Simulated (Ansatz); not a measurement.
C₂H (charge -1), SMILES [C-]#C, a composite energy at a relaxed geometry

Program: the Python package of Ansatz (0.2.0).

The cells in order, each with its output:

**Cell 1**
```python
import ansatz
import numpy as np
```

**Cell 2**
```python
GEOMETRY = """
C     0.63353    0.90177    0.44825
C    -0.01935   -0.02750   -0.01340
H    -0.61419   -0.87426   -0.43485
"""
```

**Cell 3**
```python
c2h = ansatz.Crystal.molecule()
for line in GEOMETRY.strip().splitlines():
    symbol, *xyz = line.split()
    c2h = c2h.atom(symbol, [float(v) for v in xyz])

job = c2h.calculation().basis(gaussian="def2-SVP").functional("b3lyp", dispersion="d3bj").charge(-1)
symbols = [site.symbol for site in c2h.cartesian_sites]
start = np.array([site.position_ang for site in c2h.cartesian_sites], dtype=float)
r = job.relax(force_tolerance=0.01, max_steps=100).run().report
end = np.array(r["positions_ang"])
print("final positions (A) and the move of each atom")
for symbol, xyz, old in zip(symbols, end, start):
    print(f"{symbol:2s} {xyz[0]:10.5f} {xyz[1]:10.5f} {xyz[2]:10.5f}   {np.linalg.norm(xyz - old):7.4f}")
```
Output:
```text
final positions (A) and the move of each atom
C     0.63557    0.90468    0.44973    0.0038
C    -0.03024   -0.04302   -0.02120    0.0205
H    -0.60533   -0.86165   -0.42853    0.0167
```

**Cell 4**
```python
minimum = ansatz.Crystal.molecule()
for symbol, place in zip(symbols, end):
    minimum = minimum.atom(symbol, place.tolist())
at_minimum = minimum.calculation().charge(-1)
level = lambda method, basis: at_minimum.basis(gaussian=basis).correlation(method).run().report
small, large, cluster = level("mp2", "cc-pVDZ"), level("mp2", "cc-pVTZ"), level("ccsd_t", "cc-pVDZ")
corr = lambda each: (each["free_energy_ev"] - each["reference_energy_ev"]) / 27.211386246
mp2_limit = (27 * corr(large) - 8 * corr(small)) / 19
pieces = {"HF / cc-pVTZ": large["reference_energy_ev"] / 27.211386246, "MP2 correlation, DZ-TZ limit": mp2_limit, "CCSD(T) - MP2 / cc-pVDZ": corr(cluster) - corr(small)}
for name, value in pieces.items():
    print(f"{name:32s} {value:14.6f} Ha")
print(f"{'sum':32s} {sum(pieces.values()):14.6f} Ha")
print("T1 diagnostic", round(cluster["correlation"]["coupled_cluster"]["t1_diagnostic"], 4))
```
Output:
```text
HF / cc-pVTZ                         -76.224086 Ha
MP2 correlation, DZ-TZ limit          -0.336681 Ha
CCSD(T) - MP2 / cc-pVDZ               -0.027309 Ha
sum                                  -76.588076 Ha
T1 diagnostic 0.0162
```

Caveats:
- Total energies depend on the basis set; only differences at equal settings carry meaning.
- The sum leaves out core correlation, relativity, the Hartree-Fock basis error and zero-point energy; a DZ-TZ extrapolation is rough.
- b3lyp holds the VWN-RPA fit, as in Gaussian; the form of ORCA and Turbomole is b3lyp5.
- Inner cores stay frozen, so this is valence correlation.
- Anions want diffuse functions, which this basis lacks.
- Timing: 2.9 s on 1 thread of Arm Neoverse V1, with other jobs on the host, peak memory 0.17 GiB.
